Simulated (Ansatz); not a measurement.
`[SiH3][AlH][Cl]` + NH₃ → `[NH2][AlH][Cl]` + SiH₄ at 500 K and 1 bar (cleavage of the Al–Si bond).

Calculated with Ansatz (gas phase, PBE0-D4/def2-TZVP geometries, no zero-point term in ΔE). CCSD(T)/CBS is the MP2 limit (def2-TZVPP, def2-QZVPP) plus CCSD(T) − MP2 in def2-TZVPP, frozen cores. This one scheme is used for every species. Each species was taken in one conformer, which may not be the lowest.

| species | CCSD(T)/CBS energy (Eh) | H − E (kJ/mol) | S (J/(mol·K)) |
| --- | --- | --- | --- |
| `[SiH3][AlH][Cl]` | -993.32756 | 124.2 | 389.8 |
| NH₃ | -56.50880 | 108.2 | 211.8 |
| `[NH2][AlH][Cl]` | -758.40905 | 121.8 | 336.7 |
| SiH₄ | -291.46306 | 102.4 | 230.9 |

H − E and S are ideal-gas, rigid-rotor, harmonic terms from PBE0-D4/def2-TZVP, for one conformer and one mirror image of each species. 1 Eh = 2625.50 kJ/mol, R = 8.31446 J/(mol·K).

Question: By hand: ΔE, ΔH, ΔS and ΔG.

Answer: ΔE = (-758.40905) + (-291.46306) − (-993.32756) − (-56.50880) = -0.03575 Eh = -93.9 kJ/mol. Δ(H − E) = 121.8 + 102.4 − 124.2 − 108.2 = -8.2, so ΔH = -102.1 kJ/mol. ΔS = 336.7 + 230.9 − 389.8 − 211.8 = -34.0 J/(mol·K). ΔG = -102.1 − 500 × (-34.0)/1000 = -85.1 kJ/mol.

Question: By hand: the equilibrium constant, and the temperature at which ΔG would vanish if ΔH and ΔS stayed fixed.

Answer: log₁₀ K = −ΔG/(RT ln 10) = 8.9. ΔG = 0 at ΔH/ΔS = 3003 K, far beyond where these terms or the molecules hold.

ΔH outweighs TΔS. A doubt of 5 kJ/mol in ΔE shifts log₁₀ K by 0.5 here. Other conformers and mirror images would add mixing entropy, several J/(mol·K) or more a flexible species. Modes under 60 cm⁻¹, often nearly free rotors, make the harmonic entropy too high. These are equilibria of isolated gas molecules and say nothing of rates. Largest T1 diagnostic: 0.011 (customary marks: 0.02 for closed shells, 0.045 for open ones).
